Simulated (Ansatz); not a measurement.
Born–Oppenheimer molecular dynamics of BFH₂O (5 atoms, charge 0, multiplicity 1). It starts from a relaxed structure.

Method: RKS PBE/def2-SVP (Ansatz).

```yaml
ensemble: NVE (velocity Verlet)
time_step: 0.5 fs
steps_asked: 150
starting_velocities_drawn_for: 200 K
seed: 962134
```

Frames 5 fs apart, positions in Å, forces in eV/Å.

Velocities at 5.0 fs (Å/ps):

```
B 2.07 -0.43 0.83
F -1.34 0.18 -0.07
O -0.08 -0.87 -1.17
H -5.64 13.49 -1.26
H 9.85 1.51 12.16
```

```xyz
5
Properties=species:S:1:pos:R:3:forces:R:3 time_fs=5.0 energy_less_start_eV=0.047 T=79
B -0.018 -0.075 -0.091 -1.64 0.62 -0.03
F 0.134 -0.169 1.228 0.46 -0.17 0.53
O 0.952 -0.368 -0.961 0.61 -0.09 -0.14
H 1.765 -0.575 -0.460 0.21 -0.16 -0.16
H -1.119 0.329 -0.462 0.36 -0.20 -0.19
5
Properties=species:S:1:pos:R:3:forces:R:3 time_fs=10.0 energy_less_start_eV=0.056 T=57
B -0.022 -0.072 -0.087 -0.27 0.15 -0.07
F 0.130 -0.169 1.231 0.51 -0.17 0.53
O 0.954 -0.372 -0.968 0.58 0.03 0.40
H 1.789 -0.537 -0.471 -0.18 -0.14 -0.32
H -1.077 0.328 -0.445 -0.64 0.13 -0.54
5
Properties=species:S:1:pos:R:3:forces:R:3 time_fs=15.0 energy_less_start_eV=0.030 T=122
B -0.036 -0.064 -0.086 -0.21 0.09 -0.64
F 0.133 -0.171 1.240 0.14 0.01 -0.10
O 0.962 -0.376 -0.970 -0.76 0.40 0.33
H 1.810 -0.541 -0.532 0.32 -0.23 0.22
H -1.122 0.336 -0.529 0.50 -0.27 0.19
5
Properties=species:S:1:pos:R:3:forces:R:3 time_fs=20.0 energy_less_start_eV=0.048 T=76
B -0.051 -0.055 -0.096 1.17 -0.54 0.15
F 0.137 -0.173 1.248 -0.22 0.19 -0.85
O 0.963 -0.374 -0.967 -0.14 0.25 0.49
H 1.843 -0.585 -0.573 -0.64 0.06 0.04
H -1.096 0.299 -0.586 -0.16 0.04 0.18
5
Properties=species:S:1:pos:R:3:forces:R:3 time_fs=25.0 energy_less_start_eV=0.039 T=99
B -0.045 -0.057 -0.104 0.57 -0.46 0.68
F 0.140 -0.173 1.246 -0.23 0.20 -0.94
O 0.958 -0.368 -0.958 -0.53 0.27 -0.39
H 1.803 -0.635 -0.578 0.38 -0.14 0.45
H -1.095 0.266 -0.599 -0.19 0.13 0.20
5
Properties=species:S:1:pos:R:3:forces:R:3 time_fs=30.0 energy_less_start_eV=0.026 T=134
B -0.028 -0.068 -0.098 -1.24 0.19 0.32
F 0.139 -0.171 1.234 0.05 0.02 -0.11
O 0.951 -0.359 -0.953 1.14 -0.42 -0.32
H 1.772 -0.692 -0.515 -0.39 0.24 -0.18
H -1.126 0.261 -0.562 0.45 -0.03 0.28
5
Properties=species:S:1:pos:R:3:forces:R:3 time_fs=35.0 energy_less_start_eV=0.047 T=79
B -0.032 -0.077 -0.085 -0.27 0.15 -0.45
F 0.139 -0.168 1.220 0.35 -0.20 1.03
O 0.956 -0.355 -0.954 0.13 -0.20 -0.16
H 1.712 -0.719 -0.463 0.45 -0.03 -0.01
H -1.094 0.260 -0.478 -0.65 0.27 -0.41
5
Properties=species:S:1:pos:R:3:forces:R:3 time_fs=40.0 energy_less_start_eV=0.047 T=80
B -0.046 -0.081 -0.083 -0.56 0.50 -1.15
F 0.143 -0.167 1.218 0.27 -0.25 1.06
O 0.965 -0.355 -0.955 -0.18 -0.27 0.50
H 1.710 -0.731 -0.436 0.01 0.18 -0.29
H -1.153 0.303 -0.464 0.45 -0.17 -0.12
5
Properties=species:S:1:pos:R:3:forces:R:3 time_fs=45.0 energy_less_start_eV=0.026 T=134
B -0.069 -0.075 -0.103 0.84 0.10 0.18
F 0.150 -0.170 1.227 -0.18 -0.09 -0.22
O 0.969 -0.358 -0.951 -0.73 -0.02 0.23
H 1.735 -0.713 -0.457 0.00 0.11 -0.01
H -1.147 0.321 -0.490 0.07 -0.09 -0.17
5
Properties=species:S:1:pos:R:3:forces:R:3 time_fs=50.0 energy_less_start_eV=0.041 T=96
B -0.075 -0.067 -0.118 1.25 -0.19 1.17
F 0.155 -0.173 1.235 -0.52 0.10 -1.03
O 0.964 -0.361 -0.943 -0.57 0.08 -0.31
H 1.762 -0.670 -0.481 0.06 0.00 0.20
H -1.124 0.318 -0.556 -0.22 0.01 -0.03
5
Properties=species:S:1:pos:R:3:forces:R:3 time_fs=55.0 energy_less_start_eV=0.040 T=97
B -0.057 -0.062 -0.112 -0.34 0.10 0.63
F 0.154 -0.176 1.231 -0.45 0.18 -0.65
O 0.952 -0.365 -0.940 0.69 -0.15 -0.39
H 1.783 -0.617 -0.475 -0.37 0.07 -0.10
H -1.128 0.309 -0.617 0.47 -0.20 0.52
5
Properties=species:S:1:pos:R:3:forces:R:3 time_fs=60.0 energy_less_start_eV=0.040 T=98
B -0.042 -0.057 -0.091 0.11 -0.29 -0.24
F 0.148 -0.176 1.219 -0.07 0.12 0.57
O 0.947 -0.369 -0.943 0.24 0.13 -0.50
H 1.767 -0.565 -0.467 0.46 -0.23 0.16
H -1.069 0.270 -0.581 -0.74 0.27 0.01
```

Of the whole run (75 fs, mean temperature of the second half 98 K): The conserved energy stayed within 0.065 meV per atom of its start (net change 0.047 meV per atom), so the integration is sound. Over the second half the temperature averaged 0.49 of the 200 K drawn at the start: a run that starts near a minimum puts about half its kinetic energy into the potential. A run of 0.075 ps of so small a system gives no equilibrium averages.

Time of the run: 2.1 min on 1 thread of Arm Neoverse V1, with other jobs on the host, peak memory 0.088 GiB.
